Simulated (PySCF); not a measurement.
**Radiative rates from a computed spectrum**

Compound: biisopropenyl, C₆H₁₀.
SMILES: `C=C(C)C(=C)C`

Theory: TDDFT PBE0/def2-SVPD, vertical, gas phase, core orbitals frozen in the response in PySCF 2.14.0, density-fitted response routines. One conformer (not necessarily the lowest) at the GFN2-xTB geometry, without solvent, vibrations or thermal averaging. Torsions of this conformer, `[CH2:1]=[C:2]([CH3:3])[C:4](=[CH2:5])[CH3:6]`: C1–C2–C4–C5 180°.

Relations used (vacuum, state to state): A = 0.6670 f ν̃² s⁻¹ (ν̃ in cm⁻¹); τ = 1/A; f = (2/3) ΔE |μ|² in atomic units; ∫σ dE = 109.76 f Mb·eV.

These lifetimes count emission to the ground state at the vertical energy alone; relaxation of the geometry and all other decay channels are left out.

Energies and rates of the computed singlets with f of 0.002 or more:

```tsv
state	E (eV)	A (s⁻¹)
S1	5.75	7.51×10⁸
S5	7.12	6.61×10⁶
S6	7.24	1.06×10⁸
```

Q: Go back from the rates to the oscillator strengths and transition dipoles.

A: f = A / (0.6670 ν̃²), and |μ| follows from f:

```tsv
state	f	|μ| (D)	τ	main configurations (H = HOMO, L = LUMO)
S1	0.524	4.90	1.3 ns	H→L (97%)
S5	0.0030	0.33	150 ns	H→L+2 (92%)
S6	0.047	1.30	9.4 ns	H→L+3 (93%)
```

Q: How much energy does a mole of photons resonant with S1 carry?

A: 5.749 eV × 96.485 = 555 kJ/mol (133 kcal/mol).

Q: Suppose S1 emitted 0.3 eV lower with the same transition dipole. How would A change?

A: At fixed |μ|, A goes as the cube of the energy: (5.45/5.75)³ = 0.85, which makes τ about 1.6 ns.

Q: Which computed singlets stay under f = 0.002?

A: S2 (6.43 eV, f 0.0000), S3 (6.63 eV, f 0.0000), S4 (6.95 eV, f 0.0018), S7 (7.79 eV, f 0.0000) and S8 (7.93 eV, f 0.0000).
